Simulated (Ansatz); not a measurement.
# CH₄BN (SMILES CB=N): one structure at several levels

An exercise on one series of results from a longer session: the logs are not shown, and one member is left open.

Program: Ansatz 0.2.0, Gaussian basis. Level of theory: single points in def2-TZVPP. These are calculated values, not measurements.

Correlated methods freeze the cores. B3LYP uses VWN-RPA correlation.

### Where the work starts

SMILES `CB=N`, 7 atoms, charge 0, spin multiplicity 1.

Atoms are counted from 1 here; the program's logs count them from 0.

Bond lengths: C1–B2 1.619 Å, C1–H4 1.078 Å, C1–H5 1.032 Å, C1–H6 1.043 Å, B2–N3 1.207 Å, N3–H7 1.014 Å. Angles: B2–C1–H4 105.4°, B2–C1–H5 110.9°, B2–C1–H6 106.8°, H4–C1–H5 108.3°, H4–C1–H6 110.8°, H5–C1–H6 114.2°, C1–B2–N3 179.5°, B2–N3–H7 175.3°.

Geometry (Å):

```mol
CH4BN
  3D, bonds by distance, orders not assigned

  7  6  0  0  0  0  0  0  0  0999 V2000
   -0.6992    0.5492   -0.5845 C   0  0
    0.3561   -0.2739    0.3261 B   0  0
    1.1511   -0.8810    1.0017 N   0  0
   -1.4729   -0.1579   -0.8363 H   0  0
   -0.2566    0.8714   -1.4593 H   0  0
   -1.0779    1.3172    0.0112 H   0  0
    1.8738   -1.3303    1.5531 H   0  0
  1  2  8  0
  1  4  8  0
  1  5  8  0
  1  6  8  0
  2  3  8  0
  3  7  8  0
M  END
```

The first run:

File run/in.yaml:

```yaml
crystal:
  periodic: [false, false, false]
  atoms:
    - {symbol: C, position_ang: [-0.699200, 0.549200, -0.584500]}
    - {symbol: B, position_ang: [0.356100, -0.273900, 0.326100]}
    - {symbol: N, position_ang: [1.151100, -0.881000, 1.001700]}
    - {symbol: H, position_ang: [-1.472900, -0.157900, -0.836300]}
    - {symbol: H, position_ang: [-0.256600, 0.871400, -1.459300]}
    - {symbol: H, position_ang: [-1.077900, 1.317200, 0.011200]}
    - {symbol: H, position_ang: [1.873800, -1.330300, 1.553100]}
basis:
  gaussian: {orbitals: def2-TZVPP}
correlation: {method: ccsd_t}
output: {forces: true}
```

The command line of these runs was not kept.

Among the steps run: CCSD(T)/def2-TZVPP; PBE0-D4/def2-TZVPP; wB97M-V/def2-TZVPP; r2SCAN-D4/def2-TZVPP; PBE-D4/def2-TZVPP; B3LYP-D4/def2-TZVPP; HSE06-D4/def2-TZVPP.

One table of the session follows, with a row left open; its other results are not shown here.

```
   method  RMS force component (eV/Å)  angle to CCSD(T) forces (°)  dipole (D)
  CCSD(T)                       1.835                    reference        0.42
  PBE0-D4                       1.732                          5.0        0.59
  wB97M-V                       1.692                          4.2        0.60
r2SCAN-D4                           ?                            ?           ?
   PBE-D4                       1.880                          4.5        0.48
 B3LYP-D4                       1.692                          4.8        0.57
 HSE06-D4                       1.738                          4.9        0.59
```

**Question.** Estimate the row for r2SCAN-D4.

The run gave: RMS force component (eV/Å): 1.784; angle to CCSD(T) forces (°): 3.6; dipole (D): 0.59. In the column «RMS force component (eV/Å)» it lies between HSE06-D4 (1.738) and CCSD(T) (1.835).
